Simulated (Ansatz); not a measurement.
## [PO2]+ (SMILES O=[P+]=O): methods side by side

[PO2]+: 3 atoms, total charge +1, spin state singlet. As SMILES, `O=[P+]=O`. The shape is that of a GFN2-xTB optimisation.

```tsv
atom	x (Å)	y (Å)	z (Å)
O	0.7923	1.0259	0.5482
P	0.0002	-0.0002	0.0003
O	-0.7925	-1.0257	-0.5485
```

Quantity: the vertical energy of the triplet above the singlet, in eV. The values are calculated.

| level | kind | program | value (eV) | less FCI/STO-3G | CPU time (all runs) |
| --- | --- | --- | --- | --- | --- |
| HF/STO-3G | Hartree–Fock | Ansatz | 1.97 | -1.92 | 1 s |
| BLYP/STO-3G | GGA | Ansatz | 3.87 | -0.02 | 15 s |
| revPBE/STO-3G | GGA | Ansatz | 3.95 | +0.06 | 11 s |
| B3LYP/STO-3G | global hybrid | Ansatz | 3.67 | -0.22 | 17 s |
| BHLYP/STO-3G | global hybrid | Ansatz | 3.22 | -0.67 | 9.4 s |
| CAM-B3LYP/STO-3G | range-separated hybrid | Ansatz | 3.53 | -0.36 | 9.2 s |
| MP2/STO-3G | perturbation theory | Ansatz | 5.46 | +1.57 | 0.85 s |
| CCSD(T)/STO-3G | coupled cluster or CI | Ansatz | 4.05 | +0.16 | 1.2 s |
| FCI/STO-3G | exact in the basis | Ansatz | 3.89 | 0.00 | 4.3 s |

FCI/STO-3G is exact within its basis and frozen core, so for wave-function methods in that basis the difference is their error; functionals converge differently with the basis, so for them it is only a difference. The values span 1.97 to 5.46 eV. Spin contamination of the reference (⟨S²⟩ at least 0.1 too high) touches HF/STO-3G, BHLYP/STO-3G, MP2/STO-3G, CCSD(T)/STO-3G. All rows use very small basis sets, so none should be taken for the real molecule's value. In so small a basis fixed costs decide the times, and correlated methods can beat functionals. CPU times are rough (shared hosts, several kinds of processor and program).
